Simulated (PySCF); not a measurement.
Fluoromethylsilane, CH5FSi.
SMILES: `C[SiH2]F`

Linear response at PBE0/aug-cc-pVTZ (PySCF, frozen core in the response, non-relativistic). Isolated species at its PBE0-D3(BJ)/def2-TZVP geometry, gas phase.

Static isotropic polarisability: 40.33 au (5.98 Å³), principal values 37.0, 39.0, 44.9 au.

Problem. What is the polarisability at 1064 nm and at the sodium D line?

Solution. 40.65 au at 1064 nm (+0.8 %), 41.42 au at 589.3 nm (+2.7 %). The rise at 589.3 nm is 3.34 times that at 1064 nm; a pure ω² law gives 3.26. The lowest singlet lies at 156 nm, shorter than both wavelengths.

Problem. What is the isotropic C6 coefficient between two such molecules, C6 = (3/π)∫α(iω)² dω?

Solution. 654.9 au (Eh·bohr⁶) by a ten-point quadrature over imaginary frequencies, which is 391 eV·Å⁶ or 37.8 J·nm⁶/mol.

Problem. Which effective excitation energy ω̄ makes London's formula C6 = (3/4)α²ω̄ exact here?

Solution. ω̄ = 4·C6/(3α²) = 0.537 Eh = 14.6 eV. A one-pole form α(ω) = α/(1 − ω²/ω̄²) fitted to the 1064 nm value gives 13.0 eV.

Problem. What three-body coefficient follows from the one-pole estimate C9 = (3/4)·α·C6?

Solution. 19800 au. This is an estimate from the two numbers above, not a computed integral.

Problem. What n − 1 at the D line would an ideal gas of it have at 273.15 K and 1 atm (2.6868 × 10¹⁹ cm⁻³), by n − 1 = 2π·N·α′?

Solution. 10.36 × 10⁻⁴, a formal value whether or not that pressure can be reached.

Problem. The lowest 10 singlets have (eV, f): 7.95, 0.010; 7.99, 0.006; 8.11, 0.064; 8.22, 0.029; 8.70, 0.065; 8.74, 0.164; 8.99, 0.021; 9.11, 0.020; 9.25, 0.004; 9.33, 0.009. What share of the static polarisability do they carry in the sum over states α = Σ f/ω²?

Solution. 3.94 au, 9.8 % of α; the largest term, 1.59 au, is that of the state at 8.74 eV. Their oscillator strengths add up to 0.39. Higher states carry the rest.

Problem. What molar refraction at the D line follows from R = (4π/3)·N_A·α′, with α′ the polarisability volume?

Solution. α′ = 6.14 Å³ gives R = 15.48 cm³/mol, for isolated, non-vibrating species.

Problem. How many electrons N does the Slater–Kirkwood formula C6 = (3/4)·√N·α^(3/2) need to give this C6?

Solution. N = (4·C6/3)²/α³ = 11.6; the species has 34 electrons in all.

The run took 20 s on Arm Neoverse V1, one thread, on a shared host, and the process peaked at 0.78 GiB of memory. This is the whole response run at PBE0/aug-cc-pVTZ, SCF included.
